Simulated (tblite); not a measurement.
C₄H₇N₂ (charge +1).
Numbering: `[CH3:1][n+:2]1[cH:3][cH:4][nH:5][cH:6]1` (hydrogens: H7, H8, H9 on C1; H10 on C3; H11 on C4; H12 on N5; H13 on C6)
Bond orders are those of one Lewis drawing.

Computed with GFN2-xTB (tblite), gas phase: Langevin dynamics at 600 K from the optimised GFN2-xTB geometry, time step 0.5 fs, friction 0.01 fs⁻¹, 2000 steps. The instantaneous temperature is 2·E(kin)/(3Nk) with all 3N coordinates.

| t (fs) | T (K) | E(pot) above start (eV) | C1–N2 (Å) | N2–C3 (Å) | C3–C4 (Å) | C4–N5 (Å) | N5–C6 (Å) | C1–H7 (Å) |
| --- | --- | --- | --- | --- | --- | --- | --- | --- |
| 0 | 500 | 0.000 | 1.438 | 1.364 | 1.362 | 1.360 | 1.332 | 1.087 |
| 25 | 370 | 0.493 | 1.513 | 1.393 | 1.373 | 1.384 | 1.338 | 1.036 |
| 50 | 485 | 0.769 | 1.457 | 1.389 | 1.381 | 1.421 | 1.326 | 1.122 |
| 75 | 435 | 0.667 | 1.430 | 1.413 | 1.348 | 1.391 | 1.334 | 1.121 |
| 100 | 414 | 0.709 | 1.389 | 1.417 | 1.335 | 1.364 | 1.324 | 1.064 |
| 125 | 628 | 0.779 | 1.458 | 1.436 | 1.345 | 1.391 | 1.330 | 1.069 |
| 150 | 591 | 0.926 | 1.431 | 1.367 | 1.369 | 1.429 | 1.324 | 1.080 |
| 175 | 447 | 1.143 | 1.415 | 1.349 | 1.422 | 1.391 | 1.345 | 1.096 |
| 200 | 729 | 0.662 | 1.406 | 1.403 | 1.407 | 1.343 | 1.294 | 1.091 |
| 225 | 604 | 0.940 | 1.457 | 1.440 | 1.364 | 1.360 | 1.312 | 1.082 |
| 250 | 539 | 0.757 | 1.466 | 1.376 | 1.339 | 1.394 | 1.354 | 1.108 |
| 275 | 549 | 0.698 | 1.431 | 1.398 | 1.344 | 1.377 | 1.375 | 1.068 |
| 300 | 578 | 0.673 | 1.426 | 1.397 | 1.387 | 1.330 | 1.394 | 1.069 |
| 325 | 437 | 0.502 | 1.450 | 1.355 | 1.384 | 1.327 | 1.403 | 1.104 |
| 350 | 471 | 0.727 | 1.441 | 1.365 | 1.357 | 1.340 | 1.374 | 1.135 |
| 375 | 720 | 0.467 | 1.430 | 1.371 | 1.325 | 1.416 | 1.405 | 1.122 |
| 400 | 515 | 0.660 | 1.465 | 1.394 | 1.347 | 1.434 | 1.376 | 1.035 |
| 425 | 596 | 0.613 | 1.365 | 1.400 | 1.328 | 1.394 | 1.316 | 1.083 |
| 450 | 336 | 0.855 | 1.424 | 1.425 | 1.347 | 1.347 | 1.306 | 1.157 |
| 475 | 478 | 0.611 | 1.362 | 1.381 | 1.354 | 1.324 | 1.319 | 1.114 |
| 500 | 598 | 0.715 | 1.470 | 1.424 | 1.398 | 1.378 | 1.336 | 1.051 |
| 525 | 540 | 0.850 | 1.409 | 1.365 | 1.429 | 1.355 | 1.359 | 1.122 |
| 550 | 652 | 0.803 | 1.438 | 1.359 | 1.426 | 1.315 | 1.346 | 1.086 |
| 575 | 624 | 0.927 | 1.416 | 1.380 | 1.411 | 1.297 | 1.345 | 1.109 |
| 600 | 712 | 0.696 | 1.480 | 1.394 | 1.373 | 1.354 | 1.350 | 1.073 |
| 625 | 493 | 1.042 | 1.450 | 1.391 | 1.336 | 1.383 | 1.315 | 1.104 |
| 650 | 469 | 1.066 | 1.459 | 1.376 | 1.351 | 1.402 | 1.319 | 1.123 |
| 675 | 543 | 0.998 | 1.418 | 1.349 | 1.341 | 1.327 | 1.317 | 1.045 |
| 700 | 690 | 0.878 | 1.506 | 1.351 | 1.319 | 1.304 | 1.339 | 1.073 |
| 725 | 564 | 0.848 | 1.415 | 1.363 | 1.343 | 1.320 | 1.371 | 1.137 |
| 750 | 616 | 0.748 | 1.495 | 1.393 | 1.391 | 1.322 | 1.370 | 1.069 |
| 775 | 388 | 0.954 | 1.386 | 1.380 | 1.400 | 1.271 | 1.324 | 1.036 |
| 800 | 379 | 0.786 | 1.416 | 1.382 | 1.389 | 1.299 | 1.322 | 1.135 |
| 825 | 456 | 0.671 | 1.437 | 1.389 | 1.358 | 1.333 | 1.377 | 1.127 |
| 850 | 542 | 0.657 | 1.477 | 1.390 | 1.371 | 1.330 | 1.380 | 1.063 |
| 875 | 625 | 0.527 | 1.423 | 1.381 | 1.360 | 1.362 | 1.345 | 1.039 |
| 900 | 587 | 0.678 | 1.465 | 1.393 | 1.409 | 1.354 | 1.347 | 1.160 |
| 925 | 600 | 0.914 | 1.407 | 1.324 | 1.387 | 1.382 | 1.315 | 1.140 |
| 950 | 571 | 0.773 | 1.452 | 1.347 | 1.402 | 1.386 | 1.320 | 1.067 |
| 975 | 367 | 0.739 | 1.394 | 1.360 | 1.367 | 1.425 | 1.337 | 1.055 |
| 1000 | 320 | 0.836 | 1.428 | 1.397 | 1.347 | 1.450 | 1.355 | 1.119 |

**Question.** From 500 fs on, how do temperature and potential energy compare with equipartition?

**Answer.** The mean temperature of these 21 frames is 540 K against the target 600 K, and the mean potential energy 0.81 eV against 33 × kT/2 = 0.85 eV for 33 classical harmonic modes. For 13 atoms in a canonical ensemble the temperature itself scatters by T·√(2/(3N)) = 136 K; here its standard deviation is 106 K. The whole run lasts only 10 friction times of 100 fs, so these averages carry a wide statistical error.

**Question.** What are the kinetic and total energies of the listed frame with the highest potential energy?

**Answer.** The one at 175 fs, 1.143 eV above the start. Its kinetic energy is 3NkT/2 = 0.752 eV at 447 K, so the sum is 1.89 eV; over the listed frames the sum runs from 0.84 to 2.04 eV, since the thermostat adds and removes energy.

**Question.** How much do the listed bonds fluctuate from 500 fs on?

**Answer.** 
```
 bond  at the start (Å)  mean (Å)  standard deviation (Å)
C1–N2             1.438     1.440                   0.033
N2–C3             1.364     1.376                   0.022
C3–C4             1.362     1.377                   0.030
C4–N5             1.360     1.350                   0.044
N5–C6             1.332     1.342                   0.020
C1–H7             1.087     1.092                   0.037
```

The motion is classical and holds no zero-point motion.

The cost below is that of the whole dynamics run. The run took about 22 s of CPU time (one thread, shared machine).
